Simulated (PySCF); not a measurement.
## C7H5N: calculation against experiment

**Experimental background.**

NIST CCCBDB Release 22 (SRD 101), experimental dipoles lists, for the gas: dipole moment (microwave Stark effect, vibrational ground state) 4.515 ± 0.0068 D.

The runs below try to reproduce these values; the comparison stands at the end.

Species: C7H5N.
SMILES with atom numbers: `[N:1]#[C:2][c:3]1[cH:4][cH:5][cH:6][cH:7][cH:8]1` (hydrogens: H9 on C4; H10 on C5; H11 on C6; H12 on C7; H13 on C8)

Cartesian coordinates in Å at the GFN2-xTB level; atoms count from 1:
```
atom  x, y, z in Å
N1     3.5601    0.6270    0.0347
C2     2.4310    0.4290    0.0240
C3     1.0380    0.1836    0.0098
C4     0.1431    1.2500    0.1008
C5    -1.2161    1.0024    0.0857
C6    -1.6866   -0.2974   -0.0210
C7    -0.7974   -1.3573   -0.1106
C8     0.5644   -1.1245   -0.0940
H9     0.5206    2.2586    0.1818
H10   -1.9113    1.8255    0.1583
H11   -2.7497   -0.4850   -0.0342
H12   -1.1670   -2.3687   -0.1926
H13    1.2664   -1.9426   -0.1606
```

Runs made with PySCF (gas phase, on this GFN2-xTB geometry; no spin–orbit coupling):

```json
{"level": "B3LYP/pcJ-1", "job": "spin–spin couplings from 13 perturbed nuclei, spin–dipole term for 1 of them", "basis functions": "266", "wall time": "43 s"}
```

Hardware: Arm Neoverse V2, one thread, no GPU, shared host.

## Comparison

**Dipole moment.** Measured: 4.515 D (NIST CCCBDB Release 22 (SRD 101), experimental dipoles).

```
      level  computed (D)  computed − measured (D)  % (from the printed values)
B3LYP/pcJ-1         4.609                   +0.094                           +2
```

The computed dipoles belong to one fixed geometry; measured ones are averaged over vibrations unless marked μe. Magnitudes are compared, not signs.

The geometry is computed, not the measured one. Where a level misses, the cause wasn't examined.
